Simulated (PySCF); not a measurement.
Gas-phase reaction: 2 SiH + H3SiCCH ⇌ vinylsilane + 2 Si

Energies from PySCF, thermal terms from the rigid-rotor harmonic-oscillator model, ideal gas at 1 bar. † marks an energy on the PBE0/def2-TZVP geometry and frequencies; other levels use their own. MP2 and CCSD(T) freeze the core. 6-31G* has spherical d functions here. Open shells (unrestricted): SiH (multiplicity 2, electronic degeneracy 4), Si (multiplicity 3, electronic degeneracy 9); the rest are closed-shell singlets. Spin-orbit splitting is ignored; it lowers the true energy and changes the entropy of SiH, Si. MP2 isn't extrapolated to the basis-set limit; its ΔH°(298 K) is -14.8 kJ in def2-SVP and 3.8 kJ in def2-TZVPP. CCSD(T) isn't extrapolated to the basis-set limit; its ΔH°(298 K) is -13.9 kJ in def2-SVP and 10.8 kJ in def2-TZVPP. The harmonic model lacks anharmonicity and excited electronic states, which grow with temperature; levels with a mode under 35 cm⁻¹ are left out. Internal rotation in vinylsilane is treated as a harmonic vibration of one conformer, which makes the entropy rough. Warning, large T1 diagnostic: SiH (CCSD(T)/def2-TZVPP†).

```csv
level,"ΔE electronic, kJ","ΔH°(298 K), kJ","ΔS°(298 K), J/K","ΔG°(2000 K), kJ"
CCSD(T)/def2-SVP†,-47,-14,-41,71
CCSD(T)/def2-TZVPP†,-22,11,-41,96
HF/6-31G*,-108,-73,-41,12
M06-2X/def2-TZVP†,-1,32,-41,116
MP2/def2-SVP†,-48,-15,-41,70
MP2/def2-TZVPP†,-29,4,-41,89
PBE/def2-SVP,-28,3,-41,86
PBE0/def2-TZVP,-32,0,-41,85
r2SCAN/def2-TZVP†,-27,6,-41,91
ωB97M-V/def2-TZVP†,-7,25,-41,110
```
ΔH° is lowest at HF/6-31G* and highest at M06-2X/def2-TZVP†. No reference value is set beside these.
